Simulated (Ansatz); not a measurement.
This script for the Python package of Ansatz (0.2.0) starts 4 runs on C3H6F, SMILES [CH2]C(C)F. What input does the engine get in each?

The script, `c3h6f.py`:
```python
from dataclasses import dataclass

import ansatz as az


@dataclass
class RunConfig:
    basis: str = 'def2-SVP'


settings = RunConfig()

GEOMETRY = '''
C    -1.02650    0.80500   -0.28920
C     0.08590   -0.03820   -0.56680
C     0.72380   -0.50940    0.69800
F    -0.25480   -1.11730   -1.26300
H    -1.36590    1.57220   -1.06330
H    -1.75710    0.64320    0.50890
H     0.84440    0.49390   -1.18650
H     0.10080   -1.08120    1.31610
H     1.12920    0.34510    1.35260
H     1.60330   -1.16440    0.49620
'''


def main() -> None:
    geometry = az.Crystal.molecule()
    for line in GEOMETRY.strip().splitlines():
        symbol, *xyz = line.split()
        geometry = geometry.atom(symbol, [float(v) for v in xyz])

    calculation = geometry.calculation()
    calculation = calculation.basis(gaussian=settings.basis).spin('collinear', total=1)
    for name in ['pbe0', 'revpbe']:
        for correction in ('d3bj', 'd4'):
            summary = calculation.functional(name, dispersion=correction).run().report
            print(f'{name:8s} {correction:5s} total {summary["free_energy_ev"]:.5f} eV, of which dispersion {1000 * summary["dispersion"]["energy"]["ev"]:.2f} meV')


if __name__ == '__main__':
    main()
```

Run 1:
```yaml
crystal:
  periodic: [false, false, false]
  atoms:
    - { symbol: C, position_ang: [-1.0265, 0.805, -0.2892] }
    - { symbol: C, position_ang: [0.0859, -0.0382, -0.5668] }
    - { symbol: C, position_ang: [0.7238, -0.5094, 0.698] }
    - { symbol: F, position_ang: [-0.2548, -1.1173, -1.263] }
    - { symbol: H, position_ang: [-1.3659, 1.5722, -1.0633] }
    - { symbol: H, position_ang: [-1.7571, 0.6432, 0.5089] }
    - { symbol: H, position_ang: [0.8444, 0.4939, -1.1865] }
    - { symbol: H, position_ang: [0.1008, -1.0812, 1.3161] }
    - { symbol: H, position_ang: [1.1292, 0.3451, 1.3526] }
    - { symbol: H, position_ang: [1.6033, -1.1644, 0.4962] }
basis:
  gaussian:
    orbitals: def2-SVP
hamiltonian:
  xc: pbe0
  dispersion: d3bj
magnetization:
  spin_polarized: true
  initial_magnetization: 1.0
```

Run 2, against run 1:
```diff
-  dispersion: d3bj
+  dispersion: d4
```

Run 3, against run 1:
```diff
-  xc: pbe0
+  xc: revpbe
```

Run 4, against run 1:
```diff
-  xc: pbe0
-  dispersion: d3bj
+  xc: revpbe
+  dispersion: d4
```

`python c3h6f.py` gives:
```text
pbe0     d3bj  total -5912.83100 eV, of which dispersion -127.90 meV
pbe0     d4    total -5912.81807 eV, of which dispersion -114.97 meV
revpbe   d3bj  total -5917.62683 eV, of which dispersion -413.21 meV
revpbe   d4    total -5917.73639 eV, of which dispersion -522.77 meV
```

Caveats:
- These settings explore the input space; basis and method may be short of convergence.
- The geometry is a force-field or estimated start, not a minimum of this method, and the basis set is short of its limit. D4 holds the three-body term, and d3bj doesn't.
- The species is open-shell (spin multiplicity 2).
- Finished in 13 s on 1 thread of Arm Neoverse V2 (shared host), peak memory 0.25 GiB.
